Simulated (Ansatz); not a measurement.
# Other spins and charges of SeF, doublet at one geometry

Geometry (PBE0/def2-TZVP stationary point for this spin):

```xyz
2

F     0.0000    0.0000    0.0000
Se    0.0000    0.0000    1.7375
```

Basis cc-pVDZ; Ansatz 0.2.0. Correlated methods freeze the noble-gas cores and the filled d shells of p-block atoms. R marks a restricted (for open shells ROHF) determinant, U an unrestricted one. Active spaces: valence = (13e, 8o) chosen from the atoms' valence shells. No spin–orbit coupling is included, and no scalar relativity.

Gaps are energies of the second state less the first, at fixed atoms, for a selection of the levels run; each method lands on the state that its own search finds for that charge and spin.

For open shells CISD is restricted-active-space CI with the open shells as a complete middle space.

Removing an electron, to the triplet: 9.198 eV at UCCSDT(Q).

| level | gap (eV) | error (meV) |
| --- | --- | --- |
| UHF | 9.017 | -181 |
| UMP2 | 9.228 | 30 |
| CISD | 9.220 | 22 |
| UCCSD | 9.260 | 62 |
| UCCSD(T) | 9.216 | 18 |
| BCCD(T) | 9.219 | 21 |
| UCCSDT | 9.205 | 7 |
| CASSCF (valence space) | 8.668 | -530 |
| NEVPT2 (valence space) | 9.058 | -140 |
| MRCISD (valence space) | 9.125 | -73 |
| MRCISD+Q (valence space) | 9.190 | -8 |
| PBE | 9.480 | 282 |
| r2SCAN | 9.653 | 455 |
| RPA-PBE | 9.475 | 277 |

Quartet less doublet: 2.255 eV at UCCSDT(Q).

| level | gap (eV) | error (meV) |
| --- | --- | --- |
| UHF | 2.003 | -252 |
| UMP2 | 2.214 | -41 |
| CISD | 2.186 | -69 |
| UCCSD | 2.246 | -9 |
| UCCSD(T) | 2.256 | 1 |
| BCCD(T) | 2.262 | 7 |
| UCCSDT | 2.254 | -1 |
| CASSCF (valence space) | 2.756 | 501 |
| NEVPT2 (valence space) | 2.264 | 9 |
| MRCISD (valence space) | 2.341 | 86 |
| MRCISD+Q (valence space) | 2.291 | 36 |
| PBE | 2.193 | -62 |
| revPBE | 2.190 | -65 |
| r2SCAN | 2.168 | -87 |
| RPA-PBE | 2.474 | 219 |

In so small a basis the reference is far from its limit while semilocal and hybrid functionals are nearer theirs (RPA and double hybrids share part of the reference's basis error), so the functionals' errors here hold much of the reference's basis and frozen-core error, which can add to them or hide them.

Full CI isn't at hand for all of this; UCCSDT(Q) serves as the reference, and is uncertain by the last step of the cluster series or more. The frozen core follows each run's orbitals, which can shift R against U totals by a few meV for light atoms and by up to 0.1 eV past Ca.
